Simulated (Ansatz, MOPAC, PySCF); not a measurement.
Process, species as SMILES: FC(F)Cl -> F[CH]F + Cl atom (the C-Cl bond breaks)

Wanted: bond dissociation energy (enthalpy at 298 K), in kcal/mol. Terms: spin-orbit terms left out; valence correlation only; open shells spin-unrestricted; LANL2DZ with its own core potentials from Na on; six Cartesian d functions in 6-31G* and its kin unless marked 5d; PM7 with its own dispersion and hydrogen-bond terms; non-relativistic; dispersion terms only where a functional's name holds one. Basis-set limits of correlation are two-point, X^-3; Hartree-Fock from the larger set. The bracket is a focal-point correction in the basis named. Ab initio and DFT rows: single points at B3LYP-D3(BJ) geometries (Ansatz, an electronic-structure program), with unscaled harmonic terms from B3LYP/6-31G* (Ansatz) at its own minima. Semi-empirical rows: MOPAC heats of formation at their own minima for 298 K.

Coupled cluster (Ansatz) is a level with limits of its own, used here on species with T1 under 0.025 (0.045 for open shells) and stable references: RI-MP2/CBS(aug-cc-pV(T+d)Z,aug-cc-pV(Q+d)Z)+[CCSD(T)-MP2]/aug-cc-pV(T+d)Z.

Value to compare with, RI-MP2/CBS(aug-cc-pV(T+d)Z,aug-cc-pV(Q+d)Z)+[CCSD(T)-MP2]/aug-cc-pV(T+d)Z (Ansatz): 87.5 kcal/mol.

```
level                           program  bond dissociation energy (enthalpy at 298 K) (kcal/mol)  difference
-----------------------  --------------  -------------------------------------------------------  ----------
PM7                               MOPAC                                                     71.0       -16.5
PBE/def2-SVP                     Ansatz                                                     87.6         0.1
BP86/def2-SVP                     PySCF                                                     85.5        -2.0
B3LYP/6-31G*                     Ansatz                                                     80.0        -7.5
B3LYP/6-31G**                    Ansatz                                                     79.8        -7.7
B3LYP/cc-pVDZ                    Ansatz                                                     79.3        -8.2
M06-2X/6-31G* (5d)                PySCF                                                     86.2        -1.3
MP2/3-21G                        Ansatz                                                     56.9       -30.6
MP2/LANL2DZ                      Ansatz                                                     56.7       -30.8
B3LYP-D3(BJ)/def2-TZVPD  Ansatz + dftd3                                                     81.4        -6.1
PBE0/def2-TZVPD                  Ansatz                                                     84.4        -3.1
```

1 of the 9 habitual levels lie above RI-MP2/CBS(aug-cc-pV(T+d)Z,aug-cc-pV(Q+d)Z)+[CCSD(T)-MP2]/aug-cc-pV(T+d)Z (Ansatz); their mean absolute difference is 11.6 kcal/mol, the median 7.7.

The levels are drawn from those run, B3LYP/6-31G* more often than the rest, none by its result; left out are runs that failed, that the program found above a lower state of the same kind, or whose <S^2> lies over 0.5 above the pure value.
